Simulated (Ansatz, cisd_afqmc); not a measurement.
Species: HF, charge 0, singlet. HF (SMILES F).
HTBH set geometry:
```xyz
2

F      0.0000     0.0000    -0.0915
H      0.0000     0.0000     0.8238
```

Total energies in aug-cc-pVDZ, 8 correlated electrons, 1 frozen orbitals. UHF or UKS for unpaired electrons; spin-orbit terms are left out. Correlated methods leave the cores frozen. No relativity. AFQMC/CISD: phaseless, guided by CISD from CCSD amplitudes; bars are statistical, one sigma. Outlying blocks are dropped, and bars are widened where a walk drifts. Over all cases where full CI ran beside it in this data, AFQMC minus full CI had a median of +0.1 mEh and passed +0.4 mEh in a tenth of the cases.

```json
[
 {"method": "HF", "program": "Ansatz", "energy (Eh)": "-100.03353", "minus CCSDTQ (mEh)": "230.55"},
 {"method": "MP2", "program": "Ansatz", "energy (Eh)": "-100.25570", "minus CCSDTQ (mEh)": "8.38"},
 {"method": "CCSD", "program": "Ansatz", "energy (Eh)": "-100.25942", "minus CCSDTQ (mEh)": "4.66"},
 {"method": "CCSD(T)", "program": "Ansatz", "energy (Eh)": "-100.26356", "minus CCSDTQ (mEh)": "0.53"},
 {"method": "CCSDT(Q)", "program": "Ansatz", "energy (Eh)": "-100.26411", "minus CCSDTQ (mEh)": "-0.03"},
 {"method": "CCSDTQ", "program": "Ansatz", "energy (Eh)": "-100.26408", "minus CCSDTQ (mEh)": "0.00"},
 {"method": "AFQMC/CISD", "program": "cisd_afqmc", "energy (Eh)": "-100.2637 ± 0.0002", "minus CCSDTQ (mEh)": "0.4 ± 0.2"}
]
```

Rough core times of Ansatz's runs on a shared machine: CCSD(T) under 20 s, CCSDT(Q) under 20 s, CCSDTQ 30 s.

Ansatz is a first-principles code.
